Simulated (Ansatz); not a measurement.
## Reading a saddle point

A first-order saddle point of Si2H7Cl, closed shell, PBE0-D4/def2-TZVP, with one imaginary mode of 1225i cm⁻¹:

```
10
angstrom
Si -0.6481 0.8914 -0.6125
H -0.3832 -0.9164 -0.4852
H -2.1178 0.7543 -0.4462
H -0.2401 2.1726 0.0221
Cl -0.1849 1.0646 -2.6145
H -0.0590 -1.7692 -0.0253
Si 0.7683 -0.6196 0.8637
H -0.5546 -0.5073 1.5597
H 1.7103 -0.6632 -0.2872
H 1.7092 -0.4072 2.0252
```

Ansatz 0.2.0; basis: def2-TZVPP and def2-QZVPP; cores frozen in the correlated methods. Extrapolation: Hartree–Fock as exp(−7.88 √X), correlation as X^−2.97.

**Question.** Which contacts change along the imaginary mode, and what lies on either side? (A judgement: the text doesn't fix the answer.)

**Answer.** Computed: The step is SiH₃Cl ([SiH3][Cl]) + SiH₄ → Si₂H₅Cl ([SiH3][SiH2][Cl]) + H₂, with the molecules in contact on both sides. Shortening one way: Si1–Si7, H2–H6; lengthening the same way: Si1–H2, H6–Si7.
```
   pair  one side (Å)  saddle (Å)  other side (Å)
Si1–Si7          3.84        2.54            2.34
  H2–H6          3.22        1.02            0.75
 Si1–H2          1.48        1.83            3.50
 H6–Si7          1.48        1.67            4.14
```

**Question.** Which side is lower, and how far does the saddle lie above each? (To be estimated.)

**Answer.** Computed: The side with Si1–H2, H6–Si7 short is lower by 0.240 eV; the saddle lies 3.210 eV above it and 2.971 eV above the other (CCSD(T) at an estimated basis limit (MP2 extrapolated from triple and quadruple zeta, plus CCSD(T) − MP2 in triple zeta); electronic energies).

No T1 diagnostic of these runs exceeds 0.012.

Labels in which every atom is bracketed show which atoms are joined, not bond orders.

For scale, one of the runs: CCSD(T)/def2-TZVPP, 224 basis functions, launched by `ansatz run in.yaml --threads 4 --pin off --events-out ev --progress --plain --max-ram 9574MiB`. The run took 31 s on 4 CPU threads of an Arm Neoverse V2 (shared host), with 3.2 GiB of host memory at its peak.
